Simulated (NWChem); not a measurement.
# Correlation energy of CH$_{3}$O

```
C
O 1 1.3547
H 1 1.1119 2 114.49
H 1 1.1123 3 110.68 2 -130.69
H 1 1.1191 3 105.72 4 -113.45
```
Charge 0, spin multiplicity 2.

Program: NWChem. All single points use one geometry, from UB3LYP/def2-SVP, a minimum by its harmonic frequencies.

Basis set: cc-pVDZ. Each correlation energy counts from its own Hartree-Fock reference.

The correlated methods keep 2 core orbitals frozen. The structure started from a generated list of species. No SCF solution was tested for a lower state. Open-shell Hartree-Fock references start from PBE0 orbitals. Coupled-cluster values serve here as a point of comparison, not as the truth.

```json
[
 {"method": "URI-MP2", "correlation energy (mHa)": "-288.0"},
 {"method": "UMP2", "correlation energy (mHa)": "-288.0"},
 {"method": "SCS-UMP2", "correlation energy (mHa)": "-287.6"},
 {"method": "CCSD on UHF", "correlation energy (mHa)": "___"},
 {"method": "CCSD[T] on UHF", "correlation energy (mHa)": "-326.8"},
 {"method": "CCSD(T) on UHF", "correlation energy (mHa)": "-326.3"},
 {"method": "CCSD on ROHF", "correlation energy (mHa)": "-324.2"},
 {"method": "CCSD[T] on ROHF", "correlation energy (mHa)": "-331.8"},
 {"method": "CCSD(T) on ROHF", "correlation energy (mHa)": "___"}
]
```

### Question
Fill in the missing entries.

### Answer

- CCSD on UHF, correlation energy (mHa): -319.5
- CCSD(T) on ROHF, correlation energy (mHa): -331.3
